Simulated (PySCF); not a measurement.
## Electric field gradients and quadrupole coupling constants

Species: C₅H₁₀S.
SMILES with atom numbers: `[CH3:1][C:2]([CH3:3])([CH3:4])[CH:5]=[S:6]` (hydrogens: H7, H8, H9 on C1; H10, H11, H12 on C3; H13, H14, H15 on C4; H16 on C5)

Structure used (GFN2-xTB), in Å, numbered top down from 1:
```xyz
16
C5H10S angstrom
C     -0.027   -1.501    0.186
C     -0.026    0.030    0.063
C     -0.862    0.444   -1.158
C      1.403    0.548   -0.074
C     -0.703    0.586    1.275
S     -0.084    1.652    2.315
H      0.555   -1.813    1.050
H     -1.041   -1.879    0.296
H      0.412   -1.942   -0.705
H     -0.886    1.527   -1.254
H     -0.424    0.026   -2.062
H     -1.884    0.081   -1.069
H      1.998    0.250    0.786
H      1.410    1.634   -0.131
H      1.864    0.148   -0.974
H     -1.713    0.219    1.444
```

Field gradients from the PBE0/pcSseg-1 density (PySCF, non-relativistic), principal values in atomic units, ordered |Vxx| ≤ |Vyy| ≤ |Vzz|:

| atom | Vxx | Vyy | Vzz |
| --- | --- | --- | --- |
| S6 | 0.9688 | 2.0696 | -3.0385 |

Problem. Find the asymmetry η = (Vxx − Vyy)/Vzz and the couplings χ = eQV/h (234.96 MHz × Q in barn × V in au), with Q(33S) = −0.0678 b.

Solution. 
```csv
atom,environment,nucleus,η,χzz (MHz),χxx (MHz),χyy (MHz)
S6,thiocarbonyl sulfur,33S,0.36,48.40,-15.43,-32.97
```

Problem. What is Vzz at S6 in SI units (1 au = 9.71736 × 10²¹ V/m²)?

Solution. -3.0385 au = -29.526 × 10²¹ V/m².

Were the hydrogens deuterons (Q(2H) = 0.00286 b), χzz would run from 208 kHz (H16) to 213 kHz (H15).

Isolated species at its GFN2-xTB geometry, gas phase. GFN2-xTB bond lengths can be off by several hundredths of an ångström, more for odd bonds, and the gradients follow them. A larger basis could move these couplings by a tenth or more.
